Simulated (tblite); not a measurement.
Species: ethylhydrazine, C2H8N2.
Cartesian coordinates in Å at the GFN2-xTB level; atoms count from 1:
```xyz
12
C2H8N2 angstrom
C     -1.3269    0.3298    0.1675
C     -0.2882   -0.7443   -0.1392
N      0.8846   -0.1642   -0.7804
N      1.6955    0.6428    0.0561
H     -1.5546    0.8878   -0.7368
H     -2.2382   -0.1296    0.5412
H     -0.9602    1.0230    0.9222
H     -0.7070   -1.4696   -0.8402
H     -0.0273   -1.2781    0.7945
H      1.4813   -0.9025   -1.1468
H      1.2573    1.5558    0.1373
H      1.7849    0.2484    0.9985
```

Computed values, GFN2-xTB/tblite, gas phase, harmonic and unscaled. Errors from tens to a few hundred cm⁻¹ against measured bands are possible. One conformer, not necessarily the lowest.

Harmonic wavenumbers (cm⁻¹): 126.4, 211.5, 300.7, 363.4, 468.4, 819.7, 836.1, 912.0, 988.2, 1054.7, 1091.7, 1145.6, 1176.8, 1203.7, 1271.2, 1345.3, 1394.3, 1407.8, 1473.0, 1493.2, 1501.0, 1568.4, 2791.7, 2976.0, 3024.2, 3043.0, 3050.1, 3209.7, 3325.6, 3375.0.

A = 14903, B = 5287, C = 4463 MHz; mass 60.069 u (most abundant isotopes); point group C1, symmetry number 1.

Q: Zero-point energy?

A: ½Σν̃ = 23474 cm⁻¹ = 67.12 kcal/mol.

Q: Give the ideal-gas entropy at 500 K and 1 bar in the rigid-rotor, harmonic-oscillator model (classical rotation).

A: Translation 40.79, rotation 25.87, vibration 18.33: S = 85.0 cal/(mol K).

Q: And Cp and H(500 K) − H(0)?

A: Cp = 31.10 cal/(mol K), of which vibrations give 23.15 (their classical limit is 30 R = 59.6); H(500 K) − H(0) = 9.25 kcal/mol without the zero-point energy, 5.27 from vibrations.

Q: Which modes carry the vibrational entropy at 500 K?

A: 126.4 cm⁻¹: 4.01; 211.5 cm⁻¹: 3.00; 300.7 cm⁻¹: 2.34; 363.4 cm⁻¹: 1.99; 468.4 cm⁻¹: 1.54; 819.7 cm⁻¹: 0.69 cal/(mol K); the other 24 give 4.77 together.

Q: What must be added to the electronic energy to get the Gibbs energy at 500 K and 1 bar?

A: ZPE + [H(500 K) − H(0)] − T·S = 67.12 + 9.25 − 42.50 = 33.87 kcal/mol.

Hindered rotation and anharmonicity are outside this model. Other conformers, if any are populated, would add a mixing term that is left out. The structure is chiral; the term R ln 2 for an equal mix with its mirror image is left out.

Hardware: an Arm Neoverse V1 with one thread (shared host). The figure is for the frequency step alone.
